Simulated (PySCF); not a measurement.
**Spin states of MgCl⁺**

Unrestricted PBE0; Mg 6-311G(d,p), Cl 6-311G(d,p); no relativity (PySCF 2.14). Outer shells of the fragments: Mg+ 3s1; Cl 3s2 3p5.

Followed along the bond (rough minima from three points):

| 2Ms+1 | unpaired | ⟨S²⟩ at the start | R at minimum (Å) | Te (eV) |
| --- | --- | --- | --- | --- |
| 1 | none | 0.00 | 2.13 | 0.00 |
| 3 | σ ↑, π ↑ | 2.00 | none in the scan | ≤ 2.60 |

Solutions found at the starting distance of 2.425 Å, counted from the lowest of them; the search is not exhaustive and high or unbound solutions are not listed, so other states can lie among these:

```json
{"2Ms+1": "1", "unpaired": "none", "term": "¹Σ⁺", "E (eV)": "0.00", "⟨S²⟩": "0.00", "⟨Lz²⟩": "0.00", "μ (D)": "-11.75"}
{"2Ms+1": "3", "unpaired": "σ ↑, π ↑", "term": "³Π", "E (eV)": "2.24", "⟨S²⟩": "2.00", "⟨Lz²⟩": "1.01", "μ (D)": "-3.40"}
{"2Ms+1": "1", "unpaired": "σ ↓, π ↑", "term": "mixed", "E (eV)": "2.28", "⟨S²⟩": "1.00", "⟨Lz²⟩": "1.01", "μ (D)": "-3.35"}
{"2Ms+1": "3", "unpaired": "σ ↑↑", "term": "³Σ⁺", "E (eV)": "3.24", "⟨S²⟩": "2.00", "⟨Lz²⟩": "0.00", "μ (D)": "-3.88"}
{"2Ms+1": "3", "unpaired": "π ↑↑", "term": "mixed", "E (eV)": "5.52", "⟨S²⟩": "2.00", "⟨Lz²⟩": "2.01", "μ (D)": "-4.39"}
{"2Ms+1": "3", "unpaired": "π ↑↑", "term": "mixed", "E (eV)": "5.64", "⟨S²⟩": "2.00", "⟨Lz²⟩": "2.00", "μ (D)": "-4.28"}
```

A term symbol is given only where ⟨S²⟩ and ⟨Lz²⟩ are close to those of a pure state; real π, δ and φ orbitals otherwise mix terms. A positive dipole points towards Cl; it is taken about the centre of mass and depends on that origin.

Counting both spins, an empty level lies below a filled one in some of these solutions, because spin and occupation are held.
